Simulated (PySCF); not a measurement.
Input of a run (PBE0-D3(BJ)/def2-SVP geometry optimisation, gas phase (PySCF 2.14.0)), started from MMFF94s:
```
{"job": {"xc": "PBE0", "basis": "def2-SVP", "d3": "d3bj", "grid": 1, "kind": "geom"}, "charge": 0, "multiplicity": 1}
C     -0.503301     1.453579     0.144623
C     -0.547674     0.127109    -0.058793
C     -1.830230    -0.596625    -0.348259
C      0.683031    -0.734575    -0.012285
C      2.022165    -0.102639     0.271569
O      0.588358    -1.946878    -0.205872
H      0.412203     1.995110     0.354952
H     -1.409982     2.051483     0.104875
H     -2.688129     0.084073    -0.368786
H     -2.026820    -1.351875     0.419903
H     -1.779597    -1.092854    -1.323102
H      2.017466     0.364881     1.259536
H      2.267656     0.627004    -0.504337
H      2.794853    -0.877794     0.265976
```

Output (energies in Eh, forces in Eh/bohr):
```
step   0  E = -270.04427727  max force = 0.029388
step   1  E = -270.04515316  max force = 0.008322
step   2  E = -270.04546787  max force = 0.003658
step   3  E = -270.04558195  max force = 0.001563
step   4  E = -270.04562752  max force = 0.001810
step   5  E = -270.04567734  max force = 0.001760
step   6  E = -270.04570386  max force = 0.000780
step   7  E = -270.04571355  max force = 0.000465
step   8  E = -270.04571539  max force = 0.000372
optimisation converged
```

Problem. Summarise the run.

Solution. The energy falls by 0.90 kcal/mol over 9 energy and gradient evaluations, the largest force component goes from 0.0294 to 3.7e-04 Eh/bohr, and the atoms move by 0.039 Å rms after alignment. The bond that changes most is C4=O6 (ketone carbonyl carbon to ketone oxygen), which shortens by 0.019 Å. Bonds longer at the end by more than 0.005 Å: 6 of 13; shorter: 2. Among the angles that change most is H12–C5–H13, from 110.9° to 107.5°. The energy never rose by more than 1e-6 Eh on the way. The first step brought 61 % of the lowering.

Problem. What are the final bond lengths?

Solution. C1=C2 1.341 Å, C2–C3 1.496 Å, C2–C4 1.499 Å, C4–C5 1.510 Å, C4=O6 1.213 Å, C1–H7 1.092 Å, C1–H8 1.094 Å, C3–H9 1.098 Å, C3–H10 1.101 Å, C3–H11 1.101 Å, C5–H12 1.101 Å, C5–H13 1.100 Å, C5–H14 1.097 Å. Numbering counts from 1 in the input's order; the species is isopropenyl methyl ketone, `C=C(C)C(C)=O`.

The run used 124 basis functions and 64 SCF cycles in all. The force-field search had found conformers at 0.0, 1.9 kcal/mol (up to eight listed); the lowest was the start.

No frequency check. The numbers are those of one conformer.

The values belong to the conformer `[CH2:1]=[C:2]([CH3:3])[C:4]([CH3:5])=[O:6]`: C1–C2–C4–C5 1°.
